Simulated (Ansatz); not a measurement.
Ansatz (a quantum-chemistry and plane-wave program) input:

Ansatz 0.2 input:
```yaml
crystal:
  periodic: [false, false, false]
  atoms:
    - {symbol: O, position_ang: [1.13995611, -0.25449883, 0.02054648]}
    - {symbol: O, position_ang: [0.00546174, 0.47936869, 0.02574851]}
    - {symbol: O, position_ang: [-1.14541786, -0.22486987, -0.04629499]}
basis:
  gaussian:
    orbitals: def2-TZVPD
hamiltonian:
  xc: {name: BLYP}
total_charge: -1
magnetization: {spin_polarized: true, initial_magnetization: 1}
output: {forces: true}
```

Question: Predict the final energy.

Answer: -225.61399 Eh (BLYP/def2-TZVPD). The basis has 120 functions.
